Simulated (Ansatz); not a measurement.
HOF (hypofluorous acid): where methods fail along a bond

The species is HOF (3 atoms), meant as a singlet with charge 0. As SMILES, `OF`. The shape is that of a PBE0-D4/def2-TZVP optimisation.

```tsv
atom	x (Å)	y (Å)	z (Å)
O	0.4306	-0.2103	0.2163
F	-0.2219	1.0146	-0.0110
H	-0.2087	-0.8043	-0.2054
```

The O1–H3 distance is scanned; the parts on either side stay rigid. Basis STO-3G, 2 core orbitals frozen in the correlated methods; program Ansatz 0.2.0. FCI is exact within this basis and core. Energies in eV from each method's value at 0.969 Å; methods without a U are spin-restricted; a dash marks a point that is missing or didn't converge. The shape above is that at 0.969 Å.

| distance (Å) | RPA@PBE | CCSD | CCSD(T) | CCSDT | FCI |
| --- | --- | --- | --- | --- | --- |
| 0.969 | 0.00 | 0.00 | 0.00 | 0.00 | 0.00 |
| 0.971 | 0.05 | 0.03 | 0.03 | 0.03 | 0.03 |
| 1.211 | 0.18 | 0.26 | 0.25 | 0.25 | 0.25 |
| 1.214 | 0.25 | 0.31 | 0.30 | 0.30 | 0.29 |
| 1.454 | 1.39 | 1.41 | 1.39 | 1.38 | 1.37 |
| 1.457 | 1.44 | 1.45 | 1.42 | 1.41 | 1.40 |
| 1.938 | 3.39 | 3.02 | 2.89 | 2.89 | 2.86 |
| 1.942 | 3.40 | 3.02 | 2.89 | 2.88 | 2.86 |
| 2.423 | – | 3.48 | 3.20 | 3.28 | 3.24 |
| 2.428 | – | 3.48 | 3.18 | 3.27 | 3.23 |

Departure from the FCI curve at its largest: RPA@PBE +0.54 eV at 1.94 Å; CCSD +0.25 eV at 2.43 Å; CCSD(T) -0.05 eV at 2.43 Å; CCSDT +0.04 eV at 2.42 Å. For the functionals part of the departure is owed to the small basis.
